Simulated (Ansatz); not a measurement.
A calculation with Ansatz (development build ahead of 0.2.0).

```yaml
crystal:
  periodic: [false, false, false]
  atoms:
    - { symbol: C, position_ang: [-0.0784, -0.3544, -0.2012] }
    - { symbol: O, position_ang: [0.1693, 0.3367, -1.1583] }
    - { symbol: "N", position_ang: [-0.0611, 0.0593, 1.0885] }
    - { symbol: H, position_ang: [-0.3542, -1.4353, -0.2893] }
    - { symbol: H, position_ang: [-0.2785, -0.5689, 1.8485] }
    - { symbol: H, position_ang: [0.1757, 1.0221, 1.2949] }
basis:
  gaussian: { orbitals: def2-SVP }
total_charge: 1
magnetization:
  spin_polarized: true
  initial_magnetization: 1
hamiltonian:
  xc: pbe0
output:
  forces: true
```

The input is written out in the form of the current development build from the run's settings.

Output:

| Quantity | Value |
| --- | --- |
| Converged | yes |
| Total energy | -169.20912 hartree |
| Spin squared of the determinant | 0.756 |
| Stability test | minimum |

Forces (eV/Å):
```csv
atom,Fx,Fy,Fz
C1,-0.627,-0.857,5.742
O2,0.472,1.160,-2.407
N3,0.122,-0.331,-2.965
H4,0.068,0.047,-0.795
H5,-0.112,-0.375,0.208
H6,0.078,0.356,0.217
```
